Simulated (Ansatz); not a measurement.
# NH₃+ (doublet): from Hartree-Fock to the top rungs at distance N1–H2 = 2.227 Å, 6-31G

Aim: climb from Hartree-Fock through coupled cluster and multireference methods for NH₃+ (doublet) at one geometry and basis, and see what each rung misses.

Method: 6-31G, core rule «outside noble gas», up to 1 orbitals frozen; program: Ansatz 0.2.0, Gaussian basis.

The runs, in order: UHF; CCSD(T) on ROHF; CCSD(T) on UHF; BCCD(T) on ROHF; CISD; CCSDT(Q) on ROHF; CCSDT(Q) on UHF; CISDTQ; CCSDTQ on ROHF; CCSDTQ on UHF; CASSCF and MRCISD+Q, 3 electrons in 3 orbitals; CASSCF and NEVPT2, 3 electrons in 3 orbitals; CASSCF and MRCISD+Q, 7 electrons in 7 orbitals; CASSCF and NEVPT4(SD), 7 electrons in 7 orbitals; CASSCF and NEVPT2, 7 electrons in 7 orbitals; Full CI.

14 further runs of the same task are left out: 8 that didn't finish, 6 set aside as unsound or not needed.

## Step 1: What is computed

The geometry derives from a PBE0/def2-TZVP stationary point (not a proven minimum). One bond is set to the value named and the two fragments are kept rigid.

4 atoms, charge 1, spin multiplicity 2.

Atoms are counted from 1 here; the program's logs count them from 0.

Bond lengths: N1–H3 1.024 Å, N1–H4 1.024 Å. Angles: H3–N1–H4 120.0°.

## Step 2: UHF

Input file in.yaml:

```yaml
crystal:
  periodic: [false, false, false]
  atoms:
    - {symbol: N, position_ang: [-0.071186, -0.000956, 0.000005]}
    - {symbol: H, position_ang: [2.155613, 0.028955, -0.000147]}
    - {symbol: H, position_ang: [-0.595108, 0.878990, -0.002757]}
    - {symbol: H, position_ang: [-0.571284, -0.894657, 0.002837]}
basis:
  gaussian: {orbitals: 6-31G}
total_charge: 1
magnetization: {spin_polarized: true, initial_magnetization: 1}
hamiltonian: {xc: hf}
output: {orbitals: {seedname: orbitals}}
```

The run is started by

```bash
$ ansatz run in.yaml --threads 1 --pin off --events-out ev --progress --plain --max-ram 2393MiB
```

Further steps of the session: CCSD(T) on ROHF; CCSD(T) on UHF; BCCD(T) on ROHF; CISD; CCSDT(Q) on ROHF; CCSDT(Q) on UHF; CISDTQ; CCSDTQ on ROHF; CCSDTQ on UHF; CASSCF and MRCISD+Q, 3 electrons in 3 orbitals; CASSCF and NEVPT2, 3 electrons in 3 orbitals; CASSCF and MRCISD+Q, 7 electrons in 7 orbitals; CASSCF and NEVPT4(SD), 7 electrons in 7 orbitals; CASSCF and NEVPT2, 7 electrons in 7 orbitals; Full CI.

**Question.** What will the summary of the whole plan be? Wanted: FCI below the RHF energy; RMP2 from FCI; UMP2 from FCI; RCCSD from FCI; RCCSD(T) from FCI; UCCSD(T) from FCI; RCCSDT(Q) from FCI; UCCSDT(Q) from FCI; NEVPT2 pair from FCI.

The runs gave:

| quantity | value |
| --- | --- |
| FCI below the RHF energy | -4.0438 eV |
| RMP2 from FCI | +1050.3 meV |
| UMP2 from FCI | +846.9 meV |
| RCCSD from FCI | +139.7 meV |
| RCCSD(T) from FCI | -0.9 meV |
| UCCSD(T) from FCI | +48.9 meV |
| RCCSDT(Q) from FCI | +1.0 meV |
| UCCSDT(Q) from FCI | -1.2 meV |
| NEVPT2 pair from FCI | +455.0 meV |
| MRCISD+Q pair from FCI | +29.5 meV |
| NEVPT2 valence from FCI | +196.0 meV |
| levels within 1 kcal/mol (43 meV) | RCCSD(T), BCCD(T), RCCSDT, UCCSDT, CISDTQ, RCCSDT(Q), UCCSDT(Q), RCCSDTQ, UCCSDTQ, MRCISD+Q pair, NEVPT4(SD) valence, MRCISD valence, MRCISD+Q valence |
| T1 diagnostic | 0.095 |
| effectively unpaired electrons | 1.45 |

In words: RCCSD(T) misses by -0.9 meV, 0.0 % of the correlation energy. CCSD(T) misses by -0.9 meV on the restricted determinant and by +48.9 meV on the unrestricted one; the two need not hold the same state or core. The occupations show some static correlation. Of the multireference levels listed MRCISD+Q valence comes nearest in total energy (+11.7 meV), which doesn't show that its space is the better one. These misses are within one basis, not against nature; the frozen cores of restricted and unrestricted runs differ, which can shift their rows.
